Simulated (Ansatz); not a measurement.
The input, for Ansatz 0.2.0:

```yaml
crystal:
  periodic: [false, false, false]
  atoms:
    - {symbol: Si, position_ang: [0.000000, 0.000000, -1.948758]}
    - {symbol: N, position_ang: [0.000000, 0.000000, -0.403121]}
    - {symbol: H, position_ang: [0.000000, 0.000000, 2.351879]}
basis:
  gaussian: {orbitals: 6-31G}
magnetization: {spin_polarized: false}
correlation: {method: ccsdtq, electrons: outside_noble_gas}
```

```sh
$ ansatz run in.yaml --threads 1 --pin off --events-out ev --progress --plain --max-ram 2393MiB
```

Output:

```
506 factors; integrals over basis functions are off by at most 1.2e-7 eV
mean field evaluation 1: about -9339.9074 eV, gradient 5.1e1 eV
mean field evaluation 2: about -9339.9113 eV, gradient 5.1e1 eV
mean field evaluation 4: about -9347.9945 eV, gradient 6.5e0 eV
mean field evaluation 8: about -9348.1912 eV, gradient 1.5e-1 eV
mean field evaluation 16: about -9348.1723 eV, gradient 1.4e0 eV
mean field evaluation 32: about -9336.0415 eV, gradient 9.2e-1 eV
mean field evaluation 64: about -9347.6985 eV, gradient 7.1e0 eV
mean field evaluation 96: about -9347.7851 eV, gradient 8.9e0 eV
mean field evaluation 128: about -9335.0599 eV, gradient 1.0e1 eV
mean field evaluation 160: about -9329.5262 eV, gradient 2.9e0 eV
...
cycle  19  -9.04541182 eV  change   -2.0e-5 eV  update   1.4e-5
cycle  20  -9.04541045 eV  change    1.4e-6 eV  update   8.2e-6
cycle  21  -9.04541285 eV  change   -2.4e-6 eV  update   4.4e-6
cycle  22  -9.04541307 eV  change   -2.2e-7 eV  update   2.7e-6
cycle  23  -9.04541556 eV  change   -2.5e-6 eV  update   1.4e-6
cycle  24  -9.04541448 eV  change    1.1e-6 eV  update   6.5e-7
cycle  25  -9.04541344 eV  change    1.0e-6 eV  update   5.2e-7
cycle  26  -9.04541393 eV  change   -4.8e-7 eV  update   2.7e-7
cycle  27  -9.04541414 eV  change   -2.1e-7 eV  update   1.9e-7
cycle  28  -9.04541415 eV  change   -7.1e-9 eV  update   1.2e-7
WARN: these amplitudes may be one of several solutions (largest doubles amplitude 0.74, level shift 5.88 eV)
Total energy: -9357.23695721 eV, -343.8721156143 hartree
```

For the same geometry and basis full CI lies 21.3 meV lower.

Ran on 1 thread of Arm Neoverse V1, shared host: 18 s wall, 0.23 GiB peak host memory.
